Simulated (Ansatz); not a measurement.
# CHOSi+ (triplet): from Hartree-Fock to the top rungs, def2-QZVPP

An exercise on one series of results from a longer session: the logs are not shown, and one member is left open.

The runs use Ansatz 0.2.0, Gaussian basis; def2-QZVPP, core rule «outside noble gas», up to 7 orbitals frozen.

The runs, in order: UHF; ROHF; CCSD(T) on UHF.

### The geometry

The geometry is a PBE0/def2-TZVP stationary point (not a proven minimum) of the parent state, kept for this charge and spin.

4 atoms, charge 1, spin multiplicity 3.

Atoms are counted from 1 here; the program's logs count them from 0.

Bond lengths: C1–O2 1.286 Å, C1–H4 1.089 Å, O2–Si3 1.707 Å. Angles: O2–C1–H4 123.9°, C1–O2–Si3 134.6°.

The first run:

File in.yaml:

```yaml
crystal:
  periodic: [false, false, false]
  atoms:
    - {symbol: C, position_ang: [0.000000, -0.310298, 1.646633]}
    - {symbol: O, position_ang: [0.000000, 0.351816, 0.544141]}
    - {symbol: Si, position_ang: [0.000000, -0.073198, -1.108628]}
    - {symbol: H, position_ang: [0.000000, 0.152652, 2.632314]}
basis:
  gaussian: {orbitals: "def2-QZVPP.json"}
total_charge: 1
magnetization: {spin_polarized: true, initial_magnetization: 2}
hamiltonian: {xc: hf}
output: {orbitals: {seedname: orbitals}}
```

On the command line:

```
$ ansatz run in.yaml --threads 1 --pin off --events-out ev --progress --plain --max-ram 2393MiB
```

Steps of the session up to this table: UHF; ROHF; CCSD(T) on UHF.

One table of the session follows, with a row left open; its other results are not shown here.

```
  method  from UCCSD(T) (kJ/mol)
    ROHF                       ?
     UHF                 +1274.3
    UMP2                  +111.5
   UCCSD                   +59.7
UCCSD(T)                       0
```

**Question.** Estimate the row for ROHF.

**Answer.** from UCCSD(T) (kJ/mol): +1291.9. In the column «from UCCSD(T) (kJ/mol)» it is the highest.
